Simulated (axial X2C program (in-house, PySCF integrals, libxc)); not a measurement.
**Worked dissociation energy of CN⁺: PBE0, scalar-relativistic**

All values were computed with an axial X2C code built on PySCF integrals. Spin-free means the one-electron spin-free X2C Hamiltonian. Basis: N dyall-av3z [7s7p3d2f], C dyall-v3z [7s6p2d1f] (cores contracted in-house); Gaussian nuclei, density fitting, unrestricted open shells. Masses: N 14.003 u, C 12.000 u.

Molecular state: M_S = 1, Λ = 1 (beyond evenly filled blocks: σα, π+α, π+β, π-α).

| Item | Value |
| --- | --- |
| E(N) (2M_S = 3, M_L = 0) | -54.576345 hartree |
| E(C+) (2M_S = 1, M_L = 0) | -37.399651 hartree |
| E(CN⁺) at Re | -92.166491 hartree |
| ωe | 1839.0 cm⁻¹ |
| ωexe | 15.3 cm⁻¹ |

(1) Work out De and D0.

Occupations by symmetry block were frozen at the best pattern of an incomplete PBE0 search. De is counted from the lowest determinant-based energies of the atoms at the same level, without counterpoise correction. Other states lie close and PBE0, whose exact exchange favours high spin, may order them wrongly; the determinant shown need not be the ground state. The nearest other spin-free determinant of the search, M_S = 0, Λ = 1, lies 0.28 eV up at the distance of the search. The functionals have no current-density term, which raises determinants with orbital currents, atoms included.

Each atomic determinant is the lowest at this level and need not be a pure term. Totals compare only within one Hamiltonian and basis.

## Answers

(1) De = -54.576345 + (-37.399651) − (-92.166491) = 0.19050 hartree = 5.184 eV. The zero-point energy is ωe/2 − ωexe/4 = 916 cm⁻¹ = 0.114 eV, so D0 = 5.070 eV.
